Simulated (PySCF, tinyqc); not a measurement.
RHF in the sto-3g basis, for BH, spin multiplicity 1, step by step (part 2 of 2). The lowest restricted solution is unstable here: a spin-polarised one lies 0.0638 hartree lower (PySCF). Computed by tinyqc, a small Python program that keeps every step (integrals from PySCF). Command: `OMP_NUM_THREADS=1 python tinyqc.py 23210 23211 out.jsonl` (the two numbers bound the seeds that draw the settings). One thread of a shared host (Intel(R) Xeon(R) Processor @ 2.60GHz), about 0.06 s of CPU time with the checks.

Geometry (angstrom):
```
atom         x         y         z
B     0.000000  0.000000  0.000000
H     0.000000  0.000000  2.221000
```

## Iteration 4: DIIS over 3 matrices

error matrix X^T (FDS - SDF) X:
```
[[0.000000, -0.001339, 0.000000, 0.000000, -0.004392, 0.005584],
 [0.001339, 0.000000, 0.000000, 0.000000, -0.040163, 0.005467],
 [0.000000, 0.000000, 0.000000, 0.000000, 0.000000, 0.000000],
 [0.000000, 0.000000, 0.000000, 0.000000, 0.000000, 0.000000],
 [0.004392, 0.040163, 0.000000, 0.000000, 0.000000, -0.149584],
 [-0.005584, -0.005467, 0.000000, 0.000000, 0.149584, 0.000000]]
```

B (overlaps of the stored error matrices):
```
[[2.2811764e-01, 1.5778117e-01, 9.0765234e-02],
 [1.5778117e-01, 1.1879544e-01, 7.3006087e-02],
 [9.0765234e-02, 7.3006087e-02, 4.8141004e-02]]
```

Minimise |sum c_i e_i|^2 with sum c_i = 1: solve [B -1; -1 0][c; lambda] = [0; -1] with B_ij = tr e_i^T e_j, and take F = sum c_i F_i.

DIIS coefficients: [0.760401, -2.720126, 2.959725]

extrapolated F (hartree), order 1B 1s, 1B 2s, 1B 2px, 1B 2py, 1B 2pz, 2H 1s:
```
[[-7.477126, -2.174381, 0.000000, 0.000000, -0.013070, -0.053307],
 [-2.174381, -1.068824, 0.000000, 0.000000, 0.032072, -0.135378],
 [0.000000, 0.000000, 0.185611, 0.000000, 0.000000, 0.000000],
 [0.000000, 0.000000, 0.000000, 0.185611, 0.000000, 0.000000],
 [-0.013070, 0.032072, 0.000000, 0.000000, 0.035393, -0.180798],
 [-0.053307, -0.135378, 0.000000, 0.000000, -0.180798, -0.060781]]
```

## Iteration 4: diagonalisation and new density

X, order 1B 1s, 1B 2s, 1B 2px, 1B 2py, 1B 2pz, 2H 1s:
```
[[1.028911, -0.142093, 0.000000, 0.000000, -0.001227, 0.009163],
 [-0.142093, 1.034203, 0.000000, 0.000000, 0.007085, -0.060588],
 [0.000000, 0.000000, 1.000000, 0.000000, 0.000000, 0.000000],
 [0.000000, 0.000000, 0.000000, 1.000000, 0.000000, 0.000000],
 [-0.001227, 0.007085, 0.000000, 0.000000, 1.009177, -0.078997],
 [0.009163, -0.060588, 0.000000, 0.000000, -0.078997, 1.014369]]
```

Diagonalise F' = X^T F X, C = X C', fill 3 alpha and 3 beta electrons from the bottom; D = 2 C_occ C_occ^T. Each column has its largest component positive (the first on a tie).

F' = X^T F X (hartree):
```
[[-7.302121, -1.106654, 0.000000, 0.000000, -0.022766, 0.023855],
 [-1.106654, -0.638612, 0.000000, 0.000000, 0.052797, -0.098652],
 [0.000000, 0.000000, 0.185611, 0.000000, 0.000000, 0.000000],
 [0.000000, 0.000000, 0.000000, 0.185611, 0.000000, 0.000000],
 [-0.022766, 0.052797, 0.000000, 0.000000, 0.065099, -0.187535],
 [0.023855, -0.098652, 0.000000, 0.000000, -0.187535, -0.019506]]
```

orbital energies (hartree): [-7.481136, -0.482222, -0.163456, 0.185611, 0.185611, 0.231674]

coefficients C, order 1B 1s, 1B 2s, 1B 2px, 1B 2py, 1B 2pz, 2H 1s:
```
[[0.993022, -0.295970, 0.046506, 0.000000, 0.000000, -0.055505],
 [0.024892, 1.009247, -0.180912, 0.000000, 0.000000, 0.203858],
 [0.000000, 0.000000, 0.000000, 0.987244, 0.159215, 0.000000],
 [0.000000, 0.000000, 0.000000, -0.159215, 0.987244, 0.000000],
 [0.001852, -0.039788, 0.593679, 0.000000, 0.000000, 0.818957],
 [-0.001785, 0.147018, 0.717597, 0.000000, 0.000000, -0.708786]]
```

D after iteration 4, order 1B 1s, 1B 2s, 1B 2px, 1B 2py, 1B 2pz, 2H 1s:
```
[[2.151708, -0.564806, 0.000000, 0.000000, 0.082449, -0.023826],
 [-0.564806, 2.103858, 0.000000, 0.000000, -0.295027, 0.037022],
 [0.000000, 0.000000, 0.000000, 0.000000, 0.000000, 0.000000],
 [0.000000, 0.000000, 0.000000, 0.000000, 0.000000, 0.000000],
 [0.082449, -0.295027, 0.000000, 0.000000, 0.708083, 0.840339],
 [-0.023826, 0.037022, 0.000000, 0.000000, 0.840339, 1.073126]]
```

Within a degenerate level the vectors are fixed only up to a rotation; this is one choice.

## Iteration 8 (converged): orbitals

converged F (hartree), order 1B 1s, 1B 2s, 1B 2px, 1B 2py, 1B 2pz, 2H 1s:
```
[[-7.406560, -2.157274, 0.000000, 0.000000, -0.010494, -0.053621],
 [-2.157274, -1.037985, 0.000000, 0.000000, 0.023079, -0.135239],
 [0.000000, 0.000000, 0.225563, 0.000000, 0.000000, 0.000000],
 [0.000000, 0.000000, 0.000000, 0.225563, 0.000000, 0.000000],
 [-0.010494, 0.023079, 0.000000, 0.000000, 0.044935, -0.197291],
 [-0.053621, -0.135239, 0.000000, 0.000000, -0.197291, -0.082905]]
```

As before.

F' = X^T F X (hartree):
```
[[-7.231812, -1.102882, 0.000000, 0.000000, -0.018917, 0.022866],
 [-1.102882, -0.609457, 0.000000, 0.000000, 0.044205, -0.098250],
 [0.000000, 0.000000, 0.225563, 0.000000, 0.000000, 0.000000],
 [0.000000, 0.000000, 0.000000, 0.225563, 0.000000, 0.000000],
 [-0.018917, 0.044205, 0.000000, 0.000000, 0.077174, -0.202940],
 [0.022866, -0.098250, 0.000000, 0.000000, -0.202940, -0.039580]]
```

orbital energies (hartree): [-7.410680, -0.455010, -0.182285, 0.225563, 0.225563, 0.244299]

coefficients C, order 1B 1s, 1B 2s, 1B 2px, 1B 2py, 1B 2pz, 2H 1s:
```
[[0.992895, -0.293790, 0.063538, 0.000000, 0.000000, -0.052385],
 [0.025324, 0.999222, -0.238734, 0.000000, 0.000000, 0.193410],
 [0.000000, 0.000000, 0.000000, 0.860822, 0.508906, 0.000000],
 [0.000000, 0.000000, 0.000000, -0.508906, 0.860822, 0.000000],
 [0.001531, -0.006155, 0.570453, 0.000000, 0.000000, 0.836227],
 [-0.001672, 0.181500, 0.729703, 0.000000, 0.000000, -0.688134]]
```

D after iteration 8, order 1B 1s, 1B 2s, 1B 2px, 1B 2py, 1B 2pz, 2H 1s:
```
[[2.152381, -0.567172, 0.000000, 0.000000, 0.079148, -0.017240],
 [-0.567172, 2.112159, 0.000000, 0.000000, -0.284595, 0.014224],
 [0.000000, 0.000000, 0.000000, 0.000000, 0.000000, 0.000000],
 [0.000000, 0.000000, 0.000000, 0.000000, 0.000000, 0.000000],
 [0.079148, -0.284595, 0.000000, 0.000000, 0.650913, 0.830282],
 [-0.017240, 0.014224, 0.000000, 0.000000, 0.830282, 1.130823]]
```

Within a degenerate level the vectors are fixed only up to a rotation; this is one choice.

## Convergence

Stop when the energy changes by less than 1e-09 hartree and every element of the error matrix X^T (F D S - S D F) X is below 9e-06.

Course of the cycle:
```
iteration   E (hartree)     change  largest element of the error matrix
1          -24.00379258          -                             1.98e-01
2          -24.35636901  -3.53e-01                             2.41e-01
3          -24.49219058  -1.36e-01                             2.14e-01
4          -24.53906810  -4.69e-02                             1.50e-01
5          -24.56331948  -2.43e-02                             3.18e-02
6          -24.56427664  -9.57e-04                             1.62e-04
7          -24.56427666  -1.59e-08                             1.78e-05
8          -24.56427666  -7.29e-10                             5.67e-06
```

PySCF RHF in the same basis = -24.56427666 hartree

Converged in 8 iterations.

## Populations, bond orders and dipole

overlap S, order 1B 1s, 1B 2s, 1B 2px, 1B 2py, 1B 2pz, 2H 1s:
```
[[1.000000, 0.269328, 0.000000, 0.000000, 0.000000, 0.006258],
 [0.269328, 1.000000, 0.000000, 0.000000, 0.000000, 0.114148],
 [0.000000, 0.000000, 1.000000, 0.000000, 0.000000, 0.000000],
 [0.000000, 0.000000, 0.000000, 1.000000, 0.000000, 0.000000],
 [0.000000, 0.000000, 0.000000, 0.000000, 1.000000, 0.154287],
 [0.006258, 0.114148, 0.000000, 0.000000, 0.154287, 1.000000]]
```

Mulliken: Z minus the diagonal of D S on the atom; Loewdin: the same with S^(1/2) D S^(1/2); Mayer order: 2 sum_s sum (D(s) S)_ij (D(s) S)_ji over the two atoms.

Charges (e):
```
atom   Mulliken    Loewdin
1B     0.260440   0.258466
2H    -0.260440  -0.258466
```

Mayer bond orders:
```
pair     order
2-1   0.932171
```

dipole moment about the origin, x y z (debye): [0.000000, 0.000000, -1.847648]
